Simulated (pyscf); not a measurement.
## Four-centre exchange: H₂N–SiH: (SMILES N[SiH]) [singlet] + HF (SMILES F) → H₂N–SiH: (SMILES N[SiH]) [singlet] + HF (SMILES F)

Gas phase, singlet surface, charge 0. Bonds broken: N1–H7, H3–F6. Bonds formed: N1–H3, F6–H7. Single points on ωB97X-D3(BJ)/def2-SVP structures (PySCF, gas phase). MP2 and CC: frozen core, UHF for open shells. ΔMP2 is the change of the MP2 total energy from the triple- to the quadruple-zeta basis.

Transition state (Å):

```xyz
7

N     -0.1953    -0.2151     0.7138
Si     1.1254    -0.4240    -0.4555
H      0.0481    -0.2902     1.8706
H     -1.1251    -0.5597     0.4749
H      2.1381     0.2541     0.4588
F      0.0823     0.7698     2.6870
H     -0.2171     0.7627     1.3821
```

One imaginary mode, 1984i cm⁻¹; descent along it reached the two sides named, in the forms told below.

```
bond   change  reactant side (Å)  saddle  product side
-----  ------  -----------------  ------  ------------
N1–H7  breaks              1.018   1.185         1.787
H3–F6  breaks              0.957   1.338           3.1
N1–H3   forms              1.787   1.185         1.018
F6–H7   forms                3.1   1.339         0.958
```

Electronic energies relative to the separated reactants (eV):

```tsv
level	barrier	reaction energy	reverse barrier
ωB97X-D3(BJ)/def2-TZVP	1.74	0.00	1.74
PBE/def2-TZVP	1.42	0.00	1.42
r²SCAN/def2-TZVP	1.58	0.00	1.58
B3LYP-D3(BJ)/def2-TZVP	1.66	0.00	1.66
PBE0-D3(BJ)/def2-TZVP	1.62	0.00	1.62
M06-2X/def2-TZVP	1.74	0.00	1.74
ωB97M-D3(BJ)/def2-TZVP	1.72	0.00	1.72
HF/def2-TZVP	2.51	0.00	2.51
MP2/def2-QZVPP	1.81	0.00	1.81
CCSD/def2-TZVPP	2.00	0.00	2.00
CCSD(T)/def2-TZVPP	1.89	0.00	1.89
CCSD(T)/def2-TZVPP + ΔMP2(QZVPP)	1.88	0.00	1.88
```

With CCSD(T)/def2-TZVPP + ΔMP2(QZVPP) energies and thermal terms (ideal gas, 1 atm, RRHO with modes under 100 cm⁻¹ raised to 100, one conformer, R ln 2 for chiral ones without a mode under 150 cm⁻¹), in eV:

```
T (K)   ΔH‡   ΔG‡    ΔH    ΔG
-----  ----  ----  ----  ----
298    1.78  2.18  0.00  0.00
600    1.76  2.60  0.00  0.00
900    1.77  3.02  0.00  0.00
1200   1.79  3.44  0.00  0.00
```

On the reactant side the descent ends in a complex, 0.19 eV under the separated species and 1.93 eV under the saddle at ωB97X-D3(BJ)/def2-TZVP. On the product side the descent ends in a complex, 0.19 eV under the separated species and 1.93 eV under the saddle at ωB97X-D3(BJ)/def2-TZVP. The same reactants have a lower exit, to H₂N–Si:–F [singlet] + H₂ (barrier +0.33 eV at ωB97M-D3(BJ), against +1.72 eV here). This is the saddle that the search found; another between the same sides may lie lower. The CCSD(T) − MP2 part came from Ansatz, without density fitting, on the same reference.
